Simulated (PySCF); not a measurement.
## Reproducing measurements on thiophene

**The experiment to reproduce.**

NIST CCCBDB Release 22 (SRD 101), experimental dipoles lists, for the gas: dipole moment (dielectric constant against temperature) 0.55 D.

NIST CCCBDB Release 22 (SRD 101), experimental polarizabilities lists, for the gas: mean polarisability 9.01 Å³.

The runs below try to reproduce these values; the comparison stands at the end.

Thiophene, C4H4S.
Atom-mapped SMILES: `[cH:1]1[cH:2][cH:3][s:4][cH:5]1` (hydrogens: H6 on C1; H7 on C2; H8 on C3; H9 on C5)

Cartesian coordinates in Å at the GFN2-xTB level; atoms count from 1:
```
atom  x, y, z in Å
C1    -0.7452   -0.6546   -0.0129
C2     0.6669   -0.7366   -0.0137
C3     1.2574    0.4839    0.0046
S4     0.1036    1.7586    0.0227
C5    -1.1899    0.6262    0.0062
H6    -1.3933   -1.5125   -0.0252
H7     1.2119   -1.6635   -0.0273
H8     2.3025    0.7216    0.0091
H9    -2.2004    0.9828    0.0113
```

The PySCF runs (gas phase, on this GFN2-xTB geometry; no spin–orbit coupling):

```tsv
level	job	basis functions
PBE0/pcSseg-1	spin–spin couplings from 9 perturbed nuclei	112
HCTH407/cc-pVDZ	shieldings, ring-centre shieldings, charges and field gradients	94
CAM-B3LYP/def2-SVPD	8 singlets by full TDDFT, 3 Tamm–Dancoff triplets, polarisability	139
PBE0/def2-SVPD	1 singlet by full TDDFT, 2 Tamm–Dancoff triplets, polarisability	139
PBE0/STO-3G, grid level 3	spin–spin couplings from 9 perturbed nuclei	33
```

## Comparison

**Dipole moment.** Measured: 0.55 D (NIST CCCBDB Release 22 (SRD 101), experimental dipoles).

| level | computed (D) | computed − measured (D) | % (from the printed values) |
| --- | --- | --- | --- |
| PBE0/pcSseg-1 | 0.52 | -0.03 | -5 |
| HCTH407/cc-pVDZ | 0.41 | -0.14 | -25 |
| CAM-B3LYP/def2-SVPD | 0.56 | +0.01 | +2 |
| PBE0/def2-SVPD | 0.58 | +0.03 | +5 |
| PBE0/STO-3G | 0.52 | -0.03 | -5 |

Closest is CAM-B3LYP/def2-SVPD (+0.01 D), furthest HCTH407/cc-pVDZ (-0.14 D); one molecule doesn't rank methods. The computed dipoles belong to one fixed geometry; measured ones are averaged over vibrations unless marked μe. Magnitudes are compared, not signs.

**Mean polarisability.** Measured: 9.01 Å³ (NIST CCCBDB Release 22 (SRD 101), experimental polarizabilities).

```json
{"level": "CAM-B3LYP/def2-SVPD", "computed (Å³)": "9.04", "computed − measured (Å³)": "+0.03", "% (from the printed values)": "0"}
{"level": "PBE0/def2-SVPD", "computed (Å³)": "9.04", "computed − measured (Å³)": "+0.03", "% (from the printed values)": "0"}
```

The computed values are static and purely electronic, with core orbitals frozen in the response (1 au = 0.148185 Å³). The table of measured values doesn't say here whether a value is static or optical, or holds a vibrational part.

The geometry is computed, not the measured one. Where a level misses, the cause wasn't examined.
